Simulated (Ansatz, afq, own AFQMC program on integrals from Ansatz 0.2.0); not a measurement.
Two steps: Ansatz 0.2.0 writes the Fock matrix and Cholesky factors of the valence space, and afq projects on them the lowest state that overlaps trial and start.

```yaml
crystal:
  periodic: [false, false, false]
  atoms:
    - {symbol: Br, position_ang: [-1.873465, 0.234988, 0.000000]}
    - {symbol: H, position_ang: [-0.189465, 0.234988, 0.000000]}
    - {symbol: O, position_ang: [0.905535, 0.234988, 0.000000]}
    - {symbol: H, position_ang: [1.157394, -0.704963, 0.000000]}
basis:
  gaussian: {orbitals: cc-pVTZ}
magnetization: {spin_polarized: true, initial_magnetization: 1}
correlation: {method: ccsd_t, electrons: outside_noble_gas, hamiltonian_folder: ham}
```

```sh
$ ansatz run in.yaml --threads 1 --pin off --events-out ev --progress --plain --max-ram 16896MiB --backend cuda --devices 0, --max-vram 18GiB
```

Options of the walk:

```
--method phaseless --trial cisd --walkers 1400 --populations 20 --least-time 60 --time-step 0.005 --steps-per-block 50 --equilibration-blocks 28 --max-blocks 4000 --target-error 0.00023 --factor-cut 1e-05 --start spin_pure --seed 3492 --release-times 0.24,0.51,0.99,1.5 --release-step 0.03 --release-every 4 --taylor-order 6
```

Times are imaginary, in 1/Eh. The walk had a cap of 238 s. With eight or more populations the least sampling time is a fifth of least-time, and the error comes from their spread. Filled inner d shells are frozen with the cores.

afq prints:

```
orbitals 86  electrons 8 7  factors 560 of 621
reference energy -2648.45090677 Eh
CCSD correlation -0.43690696 Eh in 17 cycles, weight of the determinant in the CISD state 0.8665
energy of the start -2648.884555 Eh
 block  time / (1/Eh)  mean weight  energy / Eh
     1     0.250  0.9996  -2648.881877
     2     0.500  1.0007  -2648.888628
     3     0.750  1.0003  -2648.895039
     4     1.000  0.9998  -2648.898645
     5     1.250  1.0005  -2648.899039
     7     1.750  1.0001  -2648.902454
     9     2.250  1.0002  -2648.902932
    13     3.250  0.9994  -2648.903271
    19     4.750  0.9994  -2648.908012
    25     6.250  1.0001  -2648.904846
    31     7.750  1.0004  -2648.905423
    37     9.250  0.9997  -2648.903225
    43    10.750  0.9993  -2648.905383
    49    12.250  1.0004  -2648.904134
    55    13.750  0.9992  -2648.904218
    61    15.250  0.9998  -2648.904396
    67    16.750  1.0002  -2648.904604
    73    18.250  1.0001  -2648.903529
    79    19.750  1.0005  -2648.902625
    85    21.250  0.9994  -2648.904511
    91    22.750  0.9988  -2648.899874
    97    24.250  1.0008  -2648.905618
   103    25.750  1.0006  -2648.903299
   109    27.250  0.9999  -2648.904334
   115    28.750  1.0006  -2648.901520
   121    30.250  0.9989  -2648.903489
   124    31.000  0.9998  -2648.901391
error from the spread of 20 populations
released: time / (1/Eh)  energy / Eh  error  mean overlap
  0.24  -2648.903793  0.000313  0.9944
  0.51  -2648.903795  0.000276  0.9943
  0.99  -2648.904578  0.000332  0.9968
  1.50  -2648.905494  0.000583  0.9845
energy -2648.903550 +/- 0.000276 Eh
(rows thinned)
```

The run passed its tests (sampling time, drift between the halves within three errors, error under three times the target), which doesn't prove that it has relaxed, ending at its cap on processor time.

Against this walk (error 7.5 meV) on the same determinant: CCSD(T) 12.5 meV higher (within the noise). The error is statistical and leaves out the bias of the constraint. None of these is a sure reference here. The released energies are still falling (meV from the phaseless value at times in 1/Eh: -7 ± 9 at 0.24, -7 ± 8 at 0.51, -28 ± 9 at 0.99, -53 ± 16 at 1.50), so they give no level.

Cautions: constraint bias not in the error; error above the target (7.5 against 6.3 meV); no relativity below Rb; no spin-orbit coupling; inner d shell frozen.

The walk took 4 min on 1 × NVIDIA H100 80GB HBM3 with 2 threads of AMD EPYC 7R13 Processor (Zen 3), with other jobs on the host (the card was shared). The log's last line is the phaseless energy.

A walk keeps the symmetry of its determinant, which the program's search chose and which needn't be the lowest solution, so a lower state of the same spin and another symmetry isn't excluded.
